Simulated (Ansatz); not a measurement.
## doublet CS(+): levels of theory in one basis

| atom | x (Å) | y (Å) | z (Å) |
| --- | --- | --- | --- |
| C | 0.0000 | 0.0000 | 0.0000 |
| S | 0.0000 | 0.0000 | 1.4203 |

Basis set: def2-SVP (spherical functions). Correlated methods keep 6 orbitals frozen. Correlation on ROHF uses semicanonical orbitals with singles. Charge 1, multiplicity 2.

Computed with Ansatz (development build ahead of 0.2.0); each method stands on the lowest determinant of its kind that the runs found.

```json
{"method": "ROHF", "E − E(ROHF) (eV)": "0.00", "<S²> of the determinant": "–"}
{"method": "UHF", "E − E(ROHF) (eV)": "-0.50", "<S²> of the determinant": "1.24"}
{"method": "ROHF-MP2", "E − E(ROHF) (eV)": "-6.07", "<S²> of the determinant": "–"}
{"method": "ROHF-CCSD(T)", "E − E(ROHF) (eV)": "-6.95", "<S²> of the determinant": "–"}
{"method": "UHF-CCSD(T)", "E − E(ROHF) (eV)": "-6.91", "<S²> of the determinant": "1.24"}
```

(1) What does UHF-MP2 give on the same scale?

(2) Is a single determinant a sound starting point here?

Results:

(1) -5.50 eV.

(2) It is doubtful. Unrestricted orbitals lower Hartree–Fock by 0.50 eV and <S²> is 1.24 where a pure state has 0.75, a sign of strong static correlation.

Caution for UHF, UHF-MP2, UHF-CCSD(T): the unrestricted determinant is spin contaminated.
